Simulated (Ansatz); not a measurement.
## Voigt–Reuss–Hill shear modulus of CsCl-type TlBr at several levels of theory

No measured value is used here.

**Question.** Put these levels in order of the Voigt–Reuss–Hill shear modulus that they give for CsCl-type TlBr, smallest first: HSE06 (Ansatz, a first-principles code), LDA (Ansatz), PBE (Ansatz).

**Answer.** PBE (7.4 GPa), HSE06 (8.0 GPa), LDA (13.1 GPa)

Unless a cell is named, each level is at its own relaxed cell (LDA 28.32, PBE 33.28, HSE06 32.84 Å³/atom).

Density-functional levels without +SOC have no spin–orbit coupling. Each level is taken at its own relaxed cell. Ansatz's density-functional and Hartree–Fock values are scalar-relativistic unless marked +SOC, with PAW data made under PBE.
